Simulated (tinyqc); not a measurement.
FCI on RHF in the sto-3g basis, frozen core, for HF, spin multiplicity 1, step by step. One step of it, computed by the program tinyqc.

Task: FCI: roots. Diagonalise (each vector has its largest component positive (the first on a tie)); all determinants have Ms = 0, so triplets appear too. The lowest singlet root is the correlation energy.

Occupation strings over the orbitals (2 doubly, a alpha, b beta, 0 empty; spin orbitals ordered 1a 1b 2a 2b ...): 222220 22a22b 2a222b 22b22a 2b222a 222202 222022 220222 2ab222 2ba222 202222

H - E(HF) between determinants (hartree), order 222220, 22a22b, 2a222b, 22b22a, 2b222a, 222202, 222022, 220222, 2ab222, 2ba222, 202222:
```
[[0.000000, 0.000000, 0.000000, 0.000000, 0.000000, 0.029822, 0.029822, 0.214870, -0.043604, 0.043604, 0.092378],
 [0.000000, 0.504860, -0.010172, -0.214870, -0.043604, 0.020261, 0.020261, 0.079926, 0.087515, -0.033158, 0.068224],
 [0.000000, -0.010172, 1.296109, -0.043604, -0.092378, 0.032979, 0.032979, -0.087515, -0.192955, 0.068224, 0.041455],
 [0.000000, -0.214870, -0.043604, 0.504860, -0.010172, -0.020261, -0.020261, -0.079926, -0.033158, 0.087515, -0.068224],
 [0.000000, -0.043604, -0.092378, -0.010172, 1.296109, -0.032979, -0.032979, 0.087515, 0.068224, -0.192955, -0.041455],
 [0.029822, 0.020261, 0.032979, -0.020261, -0.032979, 0.999779, 0.053770, 0.038766, 0.032827, -0.032827, 0.187054],
 [0.029822, 0.020261, 0.032979, -0.020261, -0.032979, 0.053770, 0.999779, 0.038766, 0.032827, -0.032827, 0.187054],
 [0.214870, 0.079926, -0.087515, -0.079926, 0.087515, 0.038766, 0.038766, 1.085524, 0.087241, -0.087241, 0.143717],
 [-0.043604, 0.087515, -0.192955, -0.033158, 0.068224, 0.032827, 0.032827, 0.087241, 1.893134, -0.143717, 0.105321],
 [0.043604, -0.033158, 0.068224, 0.087515, -0.192955, -0.032827, -0.032827, -0.087241, -0.143717, 1.893134, -0.105321],
 [0.092378, 0.068224, 0.041455, -0.068224, -0.041455, 0.187054, 0.187054, 0.143717, 0.105321, -0.105321, 2.842330]]
```

Give: lowest roots of this matrix, relative to E(HF); lowest vectors; <S^2> of these roots; weight of the ground state by excitation level 0, 1, 2, ....

Result:

lowest roots of this matrix, relative to E(HF) (hartree): [-0.047, 0.285, 0.676, 0.946, 0.976, 1.120, 1.178, 1.333]

lowest vectors, order 222220, 22a22b, 2a222b, 22b22a, 2b222a, 222202, 222022, 220222, 2ab222, 2ba222, 202222:
```
[[0.980, 0.000, -0.068, 0.000],
 [0.018, 0.706, 0.679, 0.000],
 [-0.005, 0.038, -0.081, 0.000],
 [-0.018, 0.706, -0.679, 0.000],
 [0.005, 0.038, 0.081, 0.000],
 [-0.018, 0.000, -0.012, 0.707],
 [-0.018, 0.000, -0.012, -0.707],
 [-0.190, 0.000, -0.230, 0.000],
 [0.028, -0.023, -0.061, 0.000],
 [-0.028, -0.023, 0.061, 0.000],
 [-0.022, 0.000, -0.013, 0.000]]
```

<S^2> of these roots: [0.000, 2.000, 0.000, 0.000, 0.000, 0.000, 2.000, 0.000]

weight of the ground state by excitation level 0, 1, 2, ...: [0.961, 0.001, 0.039]
